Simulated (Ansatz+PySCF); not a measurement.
**triplet H₂O₂ in separate pieces: levels of theory in one basis**

```json
{"atom": "O", "x (Å)": "-0.3004", "y (Å)": "0.0000", "z (Å)": "-1.6396"}
{"atom": "O", "x (Å)": "0.9013", "y (Å)": "0.0000", "z (Å)": "-1.6396"}
{"atom": "H", "x (Å)": "-0.3004", "y (Å)": "-0.3714", "z (Å)": "1.6396"}
{"atom": "H", "x (Å)": "-0.3004", "y (Å)": "0.3714", "z (Å)": "1.6396"}
```

Basis set: cc-pVTZ (spherical functions). Left uncorrelated: 2 orbitals. Correlation on ROHF uses semicanonical orbitals with singles. Charge 0, multiplicity 3.

Computed with Ansatz (development build ahead of 0.2.0) and PySCF 2.14.0; the reference of a correlated method needn't be the lowest determinant of its kind.

```json
{"method": "ROHF", "E − E(ROHF) (eV)": "0.00", "<S²> of the determinant": "2.00"}
{"method": "UHF", "E − E(ROHF) (eV)": "-0.61", "<S²> of the determinant": "2.04"}
{"method": "ROHF-MP2", "E − E(ROHF) (eV)": "-13.54", "<S²> of the determinant": "–"}
{"method": "ROHF-CCSD", "E − E(ROHF) (eV)": "-13.49", "<S²> of the determinant": "–"}
{"method": "UHF-CCSD", "E − E(ROHF) (eV)": "-13.53", "<S²> of the determinant": "2.04"}
{"method": "ROHF-CCSD(T)", "E − E(ROHF) (eV)": "-14.01", "<S²> of the determinant": "–"}
{"method": "UHF-CCSD(T)", "E − E(ROHF) (eV)": "-14.01", "<S²> of the determinant": "2.04"}
```

Problem. What does UHF-MP2 give on the same scale?

Solution. -13.27 eV.

Caution for ROHF, ROHF-MP2, ROHF-CCSD, ROHF-CCSD(T): an unrestricted determinant lies well below. Caution for ROHF-MP2: another reference gives a lower total.
